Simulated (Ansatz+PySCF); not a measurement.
The numbers below are computed, except where a source is named.
## Ansatz (development build ahead of 0.2.0) run

```yaml
crystal:
  periodic: [false, false, false]
  atoms:
    - { symbol: O, position_ang: [0.0, 0.0, -0.11966] }
    - { symbol: H, position_ang: [0.0, 0.75417, 0.47865] }
    - { symbol: H, position_ang: [0.0, -0.75417, 0.47865] }
    - { symbol: O, position_ang: [30.06636, -0.07007, 0.04958] }
    - { symbol: H, position_ang: [29.46914, 0.56052, -0.39662] }
basis:
  gaussian: { orbitals: STO-3G }
magnetization:
  initial_magnetization: 1
hamiltonian:
  xc: hf
correlation:
  method: mp2
  frozen_orbitals: { H: 0, O: 1 }
output:
  forces: true
```

The input is written out in the form of the current development build from the run's settings. Correlation on restricted open-shell orbitals is semicanonical, with singles.

Results

```yaml
Converged: yes
Reference_energy: -149.32618 hartree
Correlation_energy: -0.05281 hartree
Total_energy: -149.37899 hartree
Spin_squared_of_the_determinant: 0.750
Stability_test: minimum among restricted orbitals
```

Forces (eV/Å):
```csv
atom,Fx,Fy,Fz
O1,0.000,0.000,-4.350
H2,0.000,1.802,2.175
H3,0.000,-1.802,2.175
O4,2.033,-2.147,1.519
H5,-2.033,2.147,-1.519
```
